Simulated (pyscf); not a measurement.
**Substitution at O: HO–BH–OH + H atom (H•) -> water (H₂O) + [HB–OH]•**

Gas phase, doublet surface, charge 0. Bonds broken: O1–B2. Bonds formed: O1–H7. Structures and frequencies: ωB97X-D3(BJ)/def2-SVP in PySCF. Correlated levels are frozen-core, on RHF or UHF. ΔMP2 is the change of the MP2 total energy from the triple- to the quadruple-zeta basis.

Transition state (Å):

```xyz
7

O     -1.1199    -0.7021    -0.3911
B     -0.9594     0.2942     0.7326
O     -0.2310     1.4046     0.3855
H     -1.7765    -1.3755    -0.1359
H     -0.8601    -0.1464     1.8545
H     -0.4083     1.7094    -0.5106
H     -0.2543    -1.2779    -0.8401
```

One imaginary mode, 2206i cm⁻¹; descent along it reached the two sides named, in the forms told below.

```json
[
 {"bond": "O1–B2", "change": "breaks", "reactant side (Å)": "1.367", "saddle": "1.510", "product side": "2.085"},
 {"bond": "O1–H7", "change": "forms", "reactant side (Å)": "3.3", "saddle": "1.132", "product side": "0.967"}
]
```

Electronic energies relative to the separated reactants (kcal/mol):

```csv
level,barrier,reaction energy,reverse barrier
ωB97X-D3(BJ)/def2-TZVP,39.8,+33.4,6.4
PBE/def2-TZVP,26.3,+31.5,-5.2
r²SCAN/def2-TZVP,28.3,+30.5,-2.2
B3LYP-D3(BJ)/def2-TZVP,30.5,+30.5,0.1
PBE0-D3(BJ)/def2-TZVP,31.9,+32.4,-0.4
M06-2X/def2-TZVP,36.0,+33.0,3.0
ωB97M-D3(BJ)/def2-TZVP,37.0,+33.7,3.2
HF/def2-TZVP,58.5,+33.6,24.9
MP2/def2-QZVPP,39.8,+33.6,6.2
CCSD/def2-TZVPP,39.7,+29.9,9.8
CCSD(T)/def2-TZVPP,38.1,+30.8,7.3
CCSD(T)/def2-TZVPP + ΔMP2(QZVPP),36.7,+30.3,6.5
```

With CCSD(T)/def2-TZVPP + ΔMP2(QZVPP) energies and thermal terms (ideal gas, 1 atm, RRHO with modes under 100 cm⁻¹ raised to 100, one conformer, R ln 2 for rigid chiral ones), in kcal/mol:

| T (K) | ΔH‡ | ΔG‡ | ΔH | ΔG |
|---|---|---|---|---|
| 298 | 36.6 | 43.2 | +32.2 | +28.6 |
| 600 | 36.1 | 50.1 | +31.5 | +25.1 |
| 900 | 35.7 | 57.2 | +30.4 | +22.1 |
| 1200 | 35.4 | 64.4 | +29.2 | +19.5 |

On the product side the descent ends in a complex, 5.2 kcal/mol under the separated species and 11.6 kcal/mol under the saddle at ωB97X-D3(BJ)/def2-TZVP. At PBE, r²SCAN, PBE0-D3(BJ) the saddle lies under the separated products, which points to a path from their complex (located at ωB97X-D3(BJ) alone), and parting the products costs more than the saddle. The same reactants have a lower exit, to [HO–B–OH]• + H₂ (barrier +16.3 kcal/mol at ωB97M-D3(BJ), against +37.0 kcal/mol here). [HB–OH]• lies 5.8 kcal/mol over its isomer H₂B–O•, and others may lie lower still (electronic energy, ωB97M-D3(BJ)). This is the saddle that the search found; another between the same sides may lie lower. The angle at the attacked O is 123°. The CCSD(T) − MP2 part came from Ansatz, without density fitting, on the same reference.
